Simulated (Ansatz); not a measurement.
# BH− (quartet): B3LYP, wB97M-V over a scan of the distance B1–H2, aug-cc-pVTZ

Aim: run BH− (quartet) with these functionals over a scan of the distance B1–H2, and hold them against the top wave-function level at the same points.

Program: Ansatz 0.2.0, Gaussian basis. Level of theory: aug-cc-pVTZ, all electrons in the functionals. These are calculated values, not measurements.

The runs, in order: B3LYP, wB97M-V, at 0.977 Å; 1.069 Å; 1.206 Å; 1.352 Å; 1.485 Å; 1.651 Å; 1.910 Å; 2.262 Å; 2.601 Å; 3.204 Å; 4.202 Å.

9 further runs of the same task are left out: 9 that didn't finish.

## Step 1: The system

The geometry derives from a PBE0/def2-TZVPD stationary point (not a proven minimum). One bond is set to the value named and the two fragments are kept rigid.

2 atoms, charge -1, spin multiplicity 4.

Atoms are counted from 1 here; the program's logs count them from 0.

Bond lengths: B1–H2 1.206 Å.

No dispersion term is added; wB97M-V holds VV10 nonlocal correlation. B3LYP takes the VWN-RPA correlation.

The geometry shown and the zero of energy belong to the point 1.206 Å. The yardstick, UCCSDT(Q), and other wave-function levels (R restricted, U unrestricted, valence and pair active spaces) come from earlier runs.

## Step 2: B3LYP, 0.977 Å

in.yaml reads:

```yaml
crystal:
  periodic: [false, false, false]
  atoms:
    - {symbol: B, position_ang: [0.000000, 0.000000, 0.000000]}
    - {symbol: H, position_ang: [0.000000, 0.000000, 0.977000]}
basis:
  gaussian: {orbitals: aug-cc-pVTZ}
total_charge: -1
magnetization: {spin_polarized: true, initial_magnetization: 3}
hamiltonian: {xc: {name: B3LYP}}
```

Launch:

```
> ansatz run in.yaml --threads 1 --pin off --events-out ev --progress --plain --max-ram 2816MiB --backend cpu
```

The runs that follow: B3LYP, 1.069 Å; B3LYP, 1.206 Å; B3LYP, 1.352 Å; B3LYP, 1.485 Å; B3LYP, 1.651 Å; B3LYP, 1.910 Å; B3LYP, 2.262 Å; B3LYP, 2.601 Å; B3LYP, 3.204 Å; B3LYP, 4.202 Å; wB97M-V, 0.977 Å; wB97M-V, 1.069 Å; wB97M-V, 1.206 Å; wB97M-V, 1.352 Å; wB97M-V, 1.485 Å; wB97M-V, 1.651 Å; wB97M-V, 1.910 Å; wB97M-V, 2.262 Å; wB97M-V, 2.601 Å; wB97M-V, 3.204 Å; wB97M-V, 4.202 Å.

**Question.** What will the summary of the whole plan be? Wanted: span of the UCCSDT(Q) curve; largest miss, B3LYP; largest miss, wB97M-V.

**Answer**, as computed:

```
                   quantity                   value
span of the UCCSDT(Q) curve            251.7 kJ/mol
        largest miss, B3LYP   -5.5 kJ/mol (0.977 Å)
      largest miss, wB97M-V  +16.8 kJ/mol (1.910 Å)
```

Of the functionals, B3LYP keep the smallest largest miss at the points compared (at most 5.5 kJ/mol) and wB97M-V strays most (16.8 kJ/mol, at 1.910 Å). Functionals and the yardstick converge differently with the basis, so part of each miss in aug-cc-pVTZ is the basis.
